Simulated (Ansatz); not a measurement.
**CH5Al (triplet): from Hartree-Fock to the top rungs at a displaced geometry (v1), cc-pVDZ**

How much of the correlation energy of CH5Al (triplet) does each wave-function method recover here?

Method: cc-pVDZ, core rule «outside noble gas», up to 6 orbitals frozen; program: Ansatz 0.2.0, Gaussian basis.

The runs, in order: UHF; CCSD(T) on ROHF; CCSD(T) on UHF; BCCD(T) on ROHF; CISD as a restricted active space (open shells left free, so some higher excitations enter); CCSDT(Q) on ROHF; CCSDT(Q) on UHF.

23 further runs of the same task are left out: 10 that didn't finish, 13 set aside as unsound or not needed. Runs told in other sessions of the task aren't counted.

## Step 1: What is computed

The geometry is a PBE0/def2-TZVP stationary point (not a proven minimum) with its atoms shifted at random (size 0.040 Å).

7 atoms, charge 0, spin multiplicity 3.

Atoms are counted from 1 here; the program's logs count them from 0.

Bond lengths: Al1–C2 2.256 Å, Al1–H3 1.732 Å, Al1–H4 1.580 Å, C2–H5 1.127 Å, C2–H6 1.112 Å, C2–H7 1.100 Å. Angles: C2–Al1–H3 68.8°, C2–Al1–H4 105.1°, H3–Al1–H4 117.3°, Al1–C2–H5 90.7°, Al1–C2–H6 109.3°, Al1–C2–H7 110.6°, H5–C2–H6 108.5°, H5–C2–H7 121.7°, H6–C2–H7 113.5°.

## Step 2: UHF

The input, in.yaml:

```yaml
crystal:
  periodic: [false, false, false]
  atoms:
    - {symbol: Al, position_ang: [-0.072371, 0.047228, 0.788770]}
    - {symbol: C, position_ang: [0.036200, -0.086949, -1.460548]}
    - {symbol: H, position_ang: [0.835681, 1.364621, 0.124884]}
    - {symbol: H, position_ang: [0.740324, -1.200503, 1.316258]}
    - {symbol: H, position_ang: [-0.556393, -1.044930, -1.445265]}
    - {symbol: H, position_ang: [-0.596083, 0.711766, -1.906558]}
    - {symbol: H, position_ang: [1.082401, -0.059110, -1.799874]}
basis:
  gaussian: {orbitals: cc-pVDZ}
magnetization: {spin_polarized: true, initial_magnetization: 2}
hamiltonian: {xc: hf}
output: {orbitals: {seedname: orbitals}}
```

Launch:

```bash
> ansatz run in.yaml --threads 1 --pin off --events-out ev --progress --plain --max-ram 2393MiB
```

The runs that follow: CCSD(T) on ROHF; CCSD(T) on UHF; BCCD(T) on ROHF; CISD as a restricted active space (open shells left free, so some higher excitations enter); CCSDT(Q) on ROHF; CCSDT(Q) on UHF.

Before running them: what should the planned runs give, taken together? Wanted: UCCSDT(Q) from the RHF energy; RMP2 from UCCSDT(Q); UMP2 from UCCSDT(Q); RCCSD from UCCSDT(Q); RCCSD(T) from UCCSDT(Q); UCCSD(T) from UCCSDT(Q); RCCSDT(Q) from UCCSDT(Q); T1 diagnostic.

The runs gave:

| quantity | value |
| --- | --- |
| UCCSDT(Q) from the ROHF energy | -6.9152 eV |
| RMP2 from UCCSDT(Q) | +1372.6 meV |
| UMP2 from UCCSDT(Q) | +1360.7 meV |
| RCCSD from UCCSDT(Q) | +210.0 meV |
| RCCSD(T) from UCCSDT(Q) | +42.6 meV |
| UCCSD(T) from UCCSDT(Q) | +42.6 meV |
| RCCSDT(Q) from UCCSDT(Q) | +1.1 meV |
| levels within 1 kcal/mol (43 meV) | RCCSD(T), UCCSD(T), BCCD(T), RCCSDT, UCCSDT, RCCSDT(Q) |
| T1 diagnostic | 0.035 |

In words: RCCSD(T) lands +42.6 meV from the yardstick (0.6 % of the correlation energy). These misses are within one basis, not against nature; the frozen cores of restricted and unrestricted runs differ, which can shift their rows.

With open shells the CI space here admits some higher excitations, so it is larger than plain CISD.
